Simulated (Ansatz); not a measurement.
Geometry optimisation, RKS B3LYP-D4/6-31G* in Ansatz 0.2.0.

input.yaml

```yaml
crystal:
  periodic: [false, false, false]
  atoms:
    - { symbol: Si, position_ang: [0.280318, -0.007177, 0.097573] }
    - { symbol: "N", position_ang: [0.836159, -0.202652, 1.767901] }
    - { symbol: H, position_ang: [0.197547, -0.17015, 2.556427] }
    - { symbol: H, position_ang: [1.676337, 0.318993, 1.989318] }
    - { symbol: H, position_ang: [1.658907, 0.031621, -0.368941] }
    - { symbol: H, position_ang: [-0.483933, 1.217629, -0.288756] }
    - { symbol: H, position_ang: [-0.491736, -1.188264, -0.367522] }
basis:
  gaussian: { orbitals: "6-31G*" }
hamiltonian:
  xc: b3lyp
  dispersion: d4
relax:
  f_tol: 0.03
  max_steps: 50
output:
  orbitals: {}
```

Command:

```bash
$ ansatz run input.yaml --threads 1 --pin off --max-ram 2048MiB --backend cpu --events-out ev --progress --plain --runs-dir out
```

Q: Where does it end, and by what steps?

A: The forces met the threshold. After 5 steps the energy has fallen by 0.211 eV; H5 moved furthest, 0.34 Å.

```tsv
step	energy less start (eV)	largest force component (eV/Å)	accepted
0	0.0000	1.258	yes
1	-0.1742	0.550	yes
2	-0.1948	0.262	yes
3	-0.2072	0.155	yes
4	-0.2107	0.050	yes
5	-0.2112	0.014	yes
```

```xyz
7
Properties=species:S:1:pos:R:3
Si 0.376 -0.002 0.125
N 0.849 -0.178 1.788
H 0.130 -0.317 2.487
H 1.572 0.432 2.152
H 1.614 -0.015 -0.698
H -0.379 1.238 -0.240
H -0.489 -1.159 -0.228
```

Whether the end is a true minimum wasn't checked by a vibrational analysis.

Run time: 9 s on 1 thread of Intel(R) Xeon(R) Platinum 8259CL CPU @ 2.50GHz (Skylake/Cascade Lake), with other jobs on the host, peak memory 0.12 GiB.
